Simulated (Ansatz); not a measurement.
# C2HSi (quartet): from Hartree-Fock to the top rungs, def2-QZVPP

The task here is to estimate one member of a computed series from the others.

The runs use Ansatz 0.2.0, Gaussian basis; def2-QZVPP, core rule «outside noble gas», up to 7 orbitals frozen.

To be run: UHF; ROHF; CCSD(T) on UHF.

2 further runs of the same task are left out: 2 set aside as unsound or not needed.

### What is computed

The geometry is a PBE0/def2-TZVP stationary point (not a proven minimum) of the parent state, kept for this charge and spin.

4 atoms, charge 0, spin multiplicity 4.

Atoms are counted from 1 here; the program's logs count them from 0.

Bond lengths: C1–C2 1.303 Å, C1–Si3 1.845 Å, C2–Si3 1.882 Å, C2–H4 1.081 Å. Angles: C2–C1–Si3 71.1°, C1–C2–Si3 68.0°, C1–C2–H4 148.1°, Si3–C2–H4 143.9°, C1–Si3–C2 40.9°.

Geometry (Å):

```xyz
4
C2HSi
C     0.00000   -0.81697    0.76884
C     0.00000    0.46191    1.02006
Si    0.00000    0.10690   -0.82811
H     0.00000    1.25237    1.75788
```

Set-up of the first run:

File in.yaml:

```yaml
crystal:
  periodic: [false, false, false]
  atoms:
    - {symbol: C, position_ang: [0.000000, -0.816970, 0.768839]}
    - {symbol: C, position_ang: [0.000000, 0.461908, 1.020060]}
    - {symbol: Si, position_ang: [0.000000, 0.106896, -0.828106]}
    - {symbol: H, position_ang: [0.000000, 1.252374, 1.757882]}
basis:
  gaussian: {orbitals: "def2-QZVPP.json"}
magnetization: {spin_polarized: true, initial_magnetization: 3}
hamiltonian: {xc: hf}
output: {orbitals: {seedname: orbitals}}
```

On the command line:

```bash
> ansatz run in.yaml --threads 1 --pin off --events-out ev --progress --plain --max-ram 2393MiB
```

Steps of the session up to this table: UHF; ROHF; CCSD(T) on UHF.

One table of the session follows, with a row left open; its other results are not shown here.

It belongs to the step «Misses and costs». 

```
  method  from UCCSD(T) (kcal/mol)
    ROHF                   +269.65
     UHF                         ?
    UMP2                    +26.74
   UCCSD                    +16.35
UCCSD(T)                         0
```

Q: Estimate the row for UHF from the others.

**Answer.** from UCCSD(T) (kcal/mol): +264.12. In the column «from UCCSD(T) (kcal/mol)» it lies between UMP2 (+26.74) and ROHF (+269.65).
